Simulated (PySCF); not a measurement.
# C2HNO (Cyanoformaldehyde): the cost of one run

Programs: PySCF 2.14.0, with density-fitted response routines of our own. Each step states its level of theory. These are calculated values for one molecule in the gas phase, unless marked as measured. Atoms are numbered from 0 throughout.

### Step 1. The starting structure

5 atoms, charge 0, multiplicity 1; geometry from: MMFF94s. The atoms were then displaced at random by about 0.03 Å, so the start is not that level's minimum.

Bonds of the start (Å): N0–C1 1.25, C1–C2 1.49, C2–O3 1.17, C2–H4 1.09.

### Step 2. Optimising the geometry at PBE0-D3(BJ)/def2-SVP

The job: settings as JSON, then the geometry in Å.

```
{"job": {"xc": "PBE0", "basis": "def2-SVP", "d3": "d3bj", "grid": 1, "shake": 0.03, "kind": "geom"}, "charge": 0, "multiplicity": 1}
N      1.982930    -0.284310     0.601080
C      0.799500    -0.084070     0.248660
C     -0.619170     0.043280    -0.199910
O     -1.083230     1.107020    -0.095630
H     -1.005180    -0.892390    -0.616310
```

Started as:

```
$ OMP_NUM_THREADS=1 python probes_run.py task.json out
```

One launch serves the whole session: the jobs run in the order shown.

**Question.** How long does this first job take on 1 thread of Arm Neoverse V1, shared host, and how much memory does it need?

About 9.7 s, with a peak of 0.27 GiB.
